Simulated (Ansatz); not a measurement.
**C₃H₄FN: up Jacob's ladder to CCSD(T)**

The task here is to estimate one member of a computed series from the others.

Method: functionals in def2-TZVPP, the program's frozen cores in correlated methods; program: Ansatz 0.2.0, Gaussian basis.

Plan: LDA (SPW92), PBE-D4, revPBE-D4, BLYP-D4, r2SCAN-D4, B97M-V, PBE0-D4, B3LYP-D4, r2SCANh-D4, r2SCAN0-D4, HSE06-D4, BHLYP-D4, CAM-B3LYP-D4, LC-ωPBE, ωB97X-V, ωB97M-V, B2PLYP, PBE-QIDH; CCSD(T)/def2-SVP; CCSD(T)/def2-TZVPP; MP2/def2-QZVPP; extrapolation to the limit; RPA on PBE.

## The geometry

All runs share one geometry, relaxed beforehand with PBE0-D4 in a triple-zeta def2 set.

SMILES `C=NC(=C)F`, 9 atoms, charge 0, spin multiplicity 1.

Atoms are counted from 1 here; the program's logs count them from 0.

Bond lengths: C1–N2 1.268 Å, C1–H6 1.087 Å, C1–H7 1.092 Å, N2–C3 1.374 Å, C3–C4 1.326 Å, C3–F5 1.349 Å, C4–H8 1.079 Å, C4–H9 1.080 Å. Angles: N2–C1–H6 118.1°, N2–C1–H7 123.7°, H6–C1–H7 118.1°, C1–N2–C3 119.9°, N2–C3–C4 123.5°, N2–C3–F5 116.9°, C4–C3–F5 119.6°, C3–C4–H8 118.7°, C3–C4–H9 121.0°, H8–C4–H9 120.3°.

Set-up of the first run:

The input, in.yaml:

```yaml
crystal:
  periodic: [false, false, false]
  atoms:
    - {symbol: C, position_ang: [0.338804, 1.592832, -0.708263]}
    - {symbol: N, position_ang: [-0.147336, 0.831927, 0.182438]}
    - {symbol: C, position_ang: [-0.005039, -0.529976, 0.073176]}
    - {symbol: C, position_ang: [-0.484292, -1.389788, 0.962108]}
    - {symbol: F, position_ang: [0.661859, -0.989222, -1.005439]}
    - {symbol: H, position_ang: [0.208861, 2.666201, -0.592225]}
    - {symbol: H, position_ang: [0.880199, 1.231556, -1.584625]}
    - {symbol: H, position_ang: [-1.015495, -1.005697, 1.819497]}
    - {symbol: H, position_ang: [-0.349060, -2.454232, 0.836334]}
basis:
  gaussian: {orbitals: def2-TZVPP}
hamiltonian: {xc: lda}
output: {orbitals: {seedname: orbitals}}
```

Launch:

```console
ansatz run in.yaml --threads 2 --pin off --events-out ev --progress --plain --max-ram 4352MiB
```

Among the steps run: LDA; PBE-D4 (GGA); revPBE-D4 (GGA); BLYP-D4 (GGA); r2SCAN-D4 (meta-GGA); B97M-V (meta-GGA); PBE0-D4 (hybrid); B3LYP-D4 (hybrid); r2SCANh-D4 (hybrid); r2SCAN0-D4 (hybrid); HSE06-D4 (hybrid); BHLYP-D4 (hybrid); CAM-B3LYP-D4 (range-separated); LC-ωPBE (range-separated); ωB97X-V (range-separated); ωB97M-V (range-separated); B2PLYP (double hybrid); PBE-QIDH (double hybrid).

One table of the session follows, with a row left open; its other results are not shown here.

It belongs to the step «Frontier levels by functional». 

```
  functional  HOMO (eV)  LUMO (eV)  gap (eV)
 LDA (SPW92)          ?          ?         ?
      PBE-D4      -6.34      -2.56      3.78
   revPBE-D4      -6.26      -2.47      3.79
     BLYP-D4      -6.19      -2.42      3.77
   r2SCAN-D4      -6.51      -2.40      4.10
      B97M-V      -6.49      -2.30      4.19
     PBE0-D4      -7.39      -1.59      5.80
    B3LYP-D4      -7.19      -1.82      5.37
  r2SCANh-D4      -6.91      -2.04      4.86
  r2SCAN0-D4      -7.51      -1.50      6.01
    HSE06-D4      -7.00      -1.97      5.03
    BHLYP-D4      -8.30      -0.49      7.81
CAM-B3LYP-D4      -8.67      -0.48      8.19
     LC-ωPBE      -9.99       0.67     10.66
     ωB97X-V      -9.59       0.62     10.22
     ωB97M-V      -9.51       0.54     10.05
```

Q: Estimate the row for LDA (SPW92) from the others.

**Answer.** HOMO (eV): -6.56; LUMO (eV): -2.81; gap (eV): 3.75. In the column «HOMO (eV)» it lies between r2SCANh-D4 (-6.91) and r2SCAN-D4 (-6.51).
